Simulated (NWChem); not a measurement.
Program: NWChem. System: C, charge 0, spin multiplicity 3. Its SCF solution wasn't tested for a lower state. Level: UHF/def2-TZVPD.

Job file:

```
start mol
memory heap 200 mb stack 900 mb global 1100 mb
geometry units angstroms nocenter noautoz
  C      0.000000     0.000000     0.000000
  symmetry group D2h
end
basis spherical
  * library def2-tzvpd
end
scf
  uhf
  nopen 2
  maxiter 100
  thresh 1e-7
  semidirect memsize 60000000 filesize 0
  # guess.movecs holds the orbitals of an unrestricted PBE0 run
  vectors input guess.movecs output mol.movecs
end
task scf energy
```

NWChem printed:

```
             Northwest Computational Chemistry Package (NWChem) 7.3.0
             --------------------------------------------------------

                                NWChem Input Module
                                -------------------

 Scaling coordinates for geometry "geometry" by  1.889725989
 (inverse scale =  0.529177249)

                             Geometry "geometry" -> ""
                             -------------------------

 Output coordinates in angstroms (scale by  1.889725989 to convert to a.u.)

  No.       Tag          Charge          X              Y              Z
 ---- ---------------- ---------- -------------- -------------- --------------
    1 C                    6.0000     0.00000000     0.00000000     0.00000000

 Effective nuclear repulsion energy (a.u.)       0.0000000000

            Nuclear Dipole moment (a.u.)
            ----------------------------
        X                 Y               Z
 ---------------- ---------------- ----------------
     0.0000000000     0.0000000000     0.0000000000

      Symmetry information
      --------------------

 Group name             D2h
 Group number             26
 Group order               8
 No. of unique centers     1

      Symmetry unique atoms

     1


 Summary of "ao basis" -> "" (spherical)
 ------------------------------------------------------------------------------
       Tag                 Description            Shells   Functions and Types
 ---------------- ------------------------------  ------  ---------------------
 *                         def2-tzvpd                 on all atoms

 Summary of "ao basis" -> "ao basis" (spherical)
 ------------------------------------------------------------------------------
       Tag                 Description            Shells   Functions and Types
 ---------------- ------------------------------  ------  ---------------------
 C                         def2-tzvpd               13       37   6s3p3d1f

                                 NWChem SCF Module
                                 -----------------

  ao basis        = "ao basis"
[...]
     4      0.509886  1 C  s                  3      0.377709  1 C  s
     5      0.234605  1 C  s                  2     -0.232743  1 C  s

 Vector    3  Occ=0.000000D+00  E= 6.099939D-02  Symmetry=b1u
              MO Center= -9.2D-32,  1.4D-31,  7.3D-17, r^2= 2.2D+00
   Bfn.  Coefficient  Atom+Function         Bfn.  Coefficient  Atom+Function
  ----- ------------  ---------------      ----- ------------  ---------------
    15      0.672175  1 C  pz                 9      0.303436  1 C  pz
    12      0.224075  1 C  pz

 Vector    4  Occ=0.000000D+00  E= 9.334053D-02  Symmetry=ag
              MO Center=  2.5D-19,  2.6D-19,  2.6D-17, r^2= 9.0D+00
   Bfn.  Coefficient  Atom+Function         Bfn.  Coefficient  Atom+Function
  ----- ------------  ---------------      ----- ------------  ---------------
     6     -2.659545  1 C  s                  5      2.448715  1 C  s
     4     -0.508507  1 C  s                  3      0.242476  1 C  s

 Vector    5  Occ=0.000000D+00  E= 1.101638D-01  Symmetry=b2u
              MO Center= -7.2D-22,  3.8D-20, -3.4D-31, r^2= 2.5D+00
   Bfn.  Coefficient  Atom+Function         Bfn.  Coefficient  Atom+Function
  ----- ------------  ---------------      ----- ------------  ---------------
    14      0.770322  1 C  py                 8      0.276700  1 C  py

 center of mass
 --------------
 x =   0.00000000 y =   0.00000000 z =   0.00000000

 moments of inertia (a.u.)
 ------------------
           0.000000000000           0.000000000000           0.000000000000
           0.000000000000           0.000000000000           0.000000000000
           0.000000000000           0.000000000000           0.000000000000

  Mulliken analysis of the total density
  --------------------------------------

    Atom       Charge   Shell Charges
 -----------   ------   -------------------------------------------------------
    1 C    6     6.00   0.86  1.11  0.68  1.02  0.32  0.01  0.79  0.88  0.34  0.00  0.00  0.00  0.00

  Mulliken analysis of the alpha density
  --------------------------------------

    Atom       Charge   Shell Charges
 -----------   ------   -------------------------------------------------------
    1 C    6     4.00   0.43  0.55  0.37  0.53  0.12  0.00  0.79  0.88  0.34  0.00  0.00  0.00  0.00

   Mulliken analysis of the beta density
   -------------------------------------

    Atom       Charge   Shell Charges
 -----------   ------   -------------------------------------------------------
    1 C    6     2.00   0.43  0.56  0.31  0.49  0.20  0.01 -0.00  0.00  0.00  0.00  0.00  0.00  0.00

   Mulliken analysis of the spin density
   -------------------------------------

    Atom       Charge   Shell Charges
 -----------   ------   -------------------------------------------------------
    1 C    6     2.00   0.00 -0.00  0.05  0.04 -0.08 -0.01  0.79  0.88  0.34  0.00  0.00  0.00  0.00

       Multipole analysis of the density wrt the origin
       ------------------------------------------------

     L   x y z        total         alpha         beta         nuclear
     -   - - -        -----         -----         ----         -------
     0   0 0 0     -0.000000     -4.000000     -2.000000      6.000000

     1   1 0 0     -0.000000     -0.000000     -0.000000      0.000000
     1   0 1 0     -0.000000     -0.000000     -0.000000      0.000000
     1   0 0 1      0.000000     -0.000000      0.000000      0.000000

     2   2 0 0     -5.071459     -3.984120     -1.087339      0.000000
     2   1 1 0     -0.000000      0.000000     -0.000000      0.000000
     2   1 0 1     -0.000000      0.000000     -0.000000      0.000000
     2   0 2 0     -5.071459     -3.984120     -1.087339      0.000000
     2   0 1 1     -0.000000      0.000000     -0.000000      0.000000
     2   0 0 2     -3.599154     -2.381171     -1.217983      0.000000

 Task  times  cpu:        0.2s     wall:        0.2s

 Total times  cpu:        0.2s     wall:        0.2s
```
